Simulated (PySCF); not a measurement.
phosphine (H₃P), SMILES P. Atoms are numbered in the order given.

```xyz
4

P      0.0000     0.0000     0.1290
H     -1.0308    -0.5951    -0.6451
H      0.0000     1.1902    -0.6451
H      1.0308    -0.5951    -0.6451
```
Charge 0, spin multiplicity 1.

Coordinates come from a PBE0-D3(BJ)/def2-TZVPD optimisation.

Two levels are set side by side: PBE/pcJ-2 (PySCF) and PBE0/pcJ-2 (PySCF). One-bond couplings, all four terms, same geometry. Isotopes: 1H, 31P. Differences are taken from unrounded values.

```tsv
quantity	PBE0
¹J(P1,H2) (Hz)	151.7
¹J(P1,H3) (Hz)	151.7
¹J(P1,H4) (Hz)	151.7
```

Task: What does PBE give, and how far is it from PBE0? (An estimate is asked for; the answer gives what the named calculation found.)

Result: 
| quantity | PBE | PBE minus PBE0 |
|---|---|---|
| ¹J(P1,H2) (Hz) | 130.6 | -21.1 |
| ¹J(P1,H3) (Hz) | 130.6 | -21.1 |
| ¹J(P1,H4) (Hz) | 130.6 | -21.1 |

Rough cost on one machine, each run with all the roots and properties that it gave: PBE0 against PBE about 3 times.
